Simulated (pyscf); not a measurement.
Four-centre exchange: `[AsH2][InH2]` + `[OH2]` → `[OH][AsH][InH2]` + `[H][H]`

Gas phase, singlet surface, charge 0. Bonds broken: As1–H3, O7–H8. Bonds formed: As1–O7, H3–H8. Single points on ωB97X-D3(BJ)/def2-SVP structures (PySCF, gas phase).

Transition state (Å):

```xyz
9

As    -2.1687    -0.9504    -0.5192
In    -0.8376     0.8952     0.9074
H     -0.4465    -2.0844    -0.9486
H     -2.3783     0.1370    -1.5659
H     -0.0324     0.2095     2.2628
H     -1.5112     2.4733     0.7429
O      0.1444     0.2775    -0.8896
H     -0.0515    -1.3710    -1.0039
H      0.2212     0.9250    -1.6031
```

One imaginary mode, 813i cm⁻¹; descent along it reached the two sides named, in the forms told below.

```tsv
bond	change	reactant side (Å)	saddle	product side
As1–H3	breaks	1.524	2.106	4.1
O7–H8	breaks	0.968	1.664	2.445
As1–O7	forms	3.6	2.6	1.925
H3–H8	forms	2.7	0.817	0.761
```

Electronic energies relative to the separated reactants (eV):

```tsv
level	barrier	reaction energy	reverse barrier
ωB97X-D3(BJ)/def2-TZVP	2.26	+0.63	1.64
PBE/def2-TZVP	2.09	+0.62	1.47
r²SCAN/def2-TZVP	2.20	+0.63	1.57
B3LYP-D3(BJ)/def2-TZVP	2.16	+0.60	1.56
PBE0-D3(BJ)/def2-TZVP	2.30	+0.71	1.59
M06-2X/def2-TZVP	2.15	+0.58	1.57
ωB97M-D3(BJ)/def2-TZVP	2.27	+0.69	1.58
HF/def2-TZVP	2.89	+0.83	2.06
```

With ωB97M-D3(BJ)/def2-TZVP energies and thermal terms (ideal gas, 1 atm, RRHO with modes under 100 cm⁻¹ raised to 100, one conformer, R ln 2 for chiral ones without a mode under 150 cm⁻¹), in eV:

```json
[
 {"T (K)": "298", "ΔH‡": "2.16", "ΔG‡": "2.61", "ΔH": "+0.57", "ΔG": "+0.65"},
 {"T (K)": "600", "ΔH‡": "2.19", "ΔG‡": "3.07", "ΔH": "+0.61", "ΔG": "+0.71"},
 {"T (K)": "900", "ΔH‡": "2.23", "ΔG‡": "3.50", "ΔH": "+0.65", "ΔG": "+0.74"},
 {"T (K)": "1200", "ΔH‡": "2.27", "ΔG‡": "3.92", "ΔH": "+0.69", "ΔG": "+0.77"}
]
```

On the reactant side the descent ends in an adduct with a In–O contact, 0.63 eV under the separated species and 2.89 eV under the saddle at ωB97X-D3(BJ)/def2-TZVP. On the product side the descent ends in an adduct with a In–O contact (not fully relaxed), 0.01 eV under the separated species and 1.65 eV under the saddle at ωB97X-D3(BJ)/def2-TZVP. The same reactants have a lower exit, to HO–InH–AsH₂ + H₂ (barrier +0.60 eV at ωB97M-D3(BJ)/def2-TZVP, against +2.27 eV here). HO–AsH–InH₂ lies 0.87 eV over its isomer HO–InH–AsH₂ (electronic energy, ωB97M-D3(BJ)/def2-TZVP). This is the saddle that the search found; another between the same sides may lie lower. Elements up to Kr have no core potential and no relativistic terms here. Elements past Kr carry the def2 core potentials, without spin-orbit coupling.
